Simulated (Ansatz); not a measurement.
Input file:

```yaml
crystal:
  periodic: [false, false, false]
  atoms:
    - {symbol: Si, position_ang: [0.000000, 0.000000, 0.000000]}
    - {symbol: Si, position_ang: [0.000000, 0.000000, 7.771000]}
basis:
  gaussian: {orbitals: cc-pVDZ}
total_charge: 1
magnetization: {spin_polarized: false, initial_magnetization: 3}
correlation: {method: fci, electrons: outside_noble_gas}
```

```sh
$ ansatz run in.yaml --threads 1 --pin off --events-out ev --progress --plain --max-ram 2393MiB
```

(1) Roughly how long does this take on 1 thread of Arm Neoverse V2, shared host, and how much host memory?

```
609 factors; integrals over basis functions are off by at most 2.5e-8 eV
mean field evaluation 1: about -15711.7984 eV, gradient 3.5e0 eV
mean field evaluation 2: about -15711.8060 eV, gradient 3.6e0 eV
mean field evaluation 4: about -15711.9915 eV, gradient 1.5e-1 eV
mean field evaluation 8: about -15711.9938 eV, gradient 3.0e-2 eV
mean field evaluation 16: about -15711.9939 eV, gradient 1.8e-5 eV
mean field evaluation 32: about -15712.1844 eV, gradient 2.5e-2 eV
mean field evaluation 64: about -15712.1715 eV, gradient 1.1e0 eV
mean field evaluation 96: about -15711.9939 eV, gradient 2.5e-6 eV
mean field evaluation 128: about -15711.9517 eV, gradient 3.5e-3 eV
mean field evaluation 160: about -15712.1848 eV, gradient 7.0e-3 eV
...
mean field evaluation 608: about -15712.1846 eV, gradient 2.2e-2 eV
mean field evaluation 640: about -15711.9517 eV, gradient 8.1e-7 eV
mean field -15712.18749727 eV, -577.4122404215 hartree, gradient 8.3e-11 eV, S^2 3.750000; 33 other end points of the search recorded, 0 dependent functions left out
mean field evaluation 672: about -15712.3966 eV, gradient 3.0e-2 eV
mean field evaluation 704: about -15711.8753 eV, gradient 5.7e0 eV
mean field evaluation 736: about -15712.2843 eV, gradient 2.9e0 eV
mean field evaluation 768: about -15712.4008 eV, gradient 4.2e-2 eV
mean field evaluation 800: about -15712.3818 eV, gradient 5.9e-1 eV
mean field evaluation 832: about -15712.4001 eV, gradient 2.0e-2 eV
mean field evaluation 864: about -15711.8291 eV, gradient 4.5e0 eV
mean field evaluation 896: about -15712.1706 eV, gradient 5.5e-5 eV
determinant -15711.99385810 eV, -577.4051243133 hartree, with singles and doubles -15715.53026079 eV, -577.5350847149 hartree
determinant -15711.99297282 eV, -577.4050917798 hartree, with singles and doubles -15715.52946238 eV, -577.5350553741 hartree
determinant -15711.95260864 eV, -577.4036084236 hartree, with singles and doubles -15715.48935287 eV, -577.5335813767 hartree
determinant -15711.95172485 eV, -577.4035759447 hartree, with singles and doubles -15715.48855953 eV, -577.5335522221 hartree
determinant -15711.99385810 eV, -577.4051243133 hartree, with singles and doubles -15715.54040374 eV, -577.5354574614 hartree
determinant -15711.99297282 eV, -577.4050917798 hartree, with singles and doubles -15715.53960478 eV, -577.5354281003 hartree
determinant -15711.95260864 eV, -577.4036084236 hartree, with singles and doubles -15715.49941093 eV, -577.5339510036 hartree
determinant -15711.95172485 eV, -577.4035759447 hartree, with singles and doubles -15715.49861789 eV, -577.5339218597 hartree
10 core orbitals not correlated: weight in the atoms' cores, before any rotation towards them, 1.000 or more for the frozen orbitals, at most 0.000 for the correlated occupied ones
reference -15711.99385810 eV, -577.4051243133 hartree; 5, 2 occupied and 21, 24 virtual orbitals, 609 factors
state -15715.65688310 eV, -577.5397379989 hartree
Total energy: -15715.65688310 eV, -577.5397379989 hartree
```

## Answers

(1) 3.7 min wall and 0.8 GiB.
